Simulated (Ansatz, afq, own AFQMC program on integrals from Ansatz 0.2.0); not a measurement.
## BeLi⁻, singlet in aug-cc-pVDZ, levels against full CI

```xyz
2

Li    0.0000    0.0000    0.0000
Be    0.0000    0.0000    5.4280
```

Basis aug-cc-pVDZ. Only valence electrons are correlated. Integrals, coupled cluster, full CI and functionals: Ansatz 0.2.0; the random walks run on the same integrals in our own AFQMC program. The CISD trial takes its coefficients from CCSD amplitudes. Released means that phaseless walkers are propagated on without the constraint, phases kept. ± is one standard error of the sampling.

Determinant: RHF, the one that the program's search chose, which needn't be the lowest solution. The geometry is a point of a scan.

Full CI on the same integrals is exact in this basis and with this determinant's frozen core.

Cautions: higher spins were not checked; restricted determinant unstable towards unrestricted (UHF 125 meV lower, ⟨S²⟩ 0.73); strong correlation (T1 0.036, weight of the determinant 0.80, largest double 0.11).

```
T1 diagnostic                               : 0.0360
weight of the determinant in the CISD state : 0.800
size of the correlated space                : 4 electrons in 44 orbitals
```

| level | correlation energy (eV) |
| --- | --- |
| MP2 | -1.1871 |
| CCSD | -1.9666 |
| CCSD(T) | -1.9849 |

Estimate where phaseless AFQMC with a CISD trial lies against CCSD(T) on the same integrals.

0.38 ± 0.18 kcal/mol above CCSD(T).

Reference: full CI, correlation energy -1.994 eV. The released energy is read at 2.40 1/Eh (meV from the phaseless value at times in 1/Eh: -4 ± 10 at 0.24, -12 ± 12 at 0.51, -15 ± 10 at 0.99, -15 ± 10 at 1.62, -10 ± 13 at 2.40).

```
         level  E − E(reference) (kcal/mol)  share of correlation (%)
       CCSD(T)                         0.21                     99.55
         CCSDT                         0.04                     99.92
      CCSDT(Q)                         0.01                     99.98
 ph-AFQMC/CISD                  0.59 ± 0.18                     98.72
released AFQMC                  0.35 ± 0.29                     99.24
```

CCSDT and higher add their correlation energy to the determinant of the CCSD(T) run, since their own runs factorise the integrals more tightly (a shift of under 2 meV). A walk keeps the symmetry of its determinant, which the program's search chose and which needn't be the lowest solution, so a lower state of the same spin and another symmetry isn't excluded. Released energies are given only where the last usable release times agree within the noise; a slower fall can still hide under it.
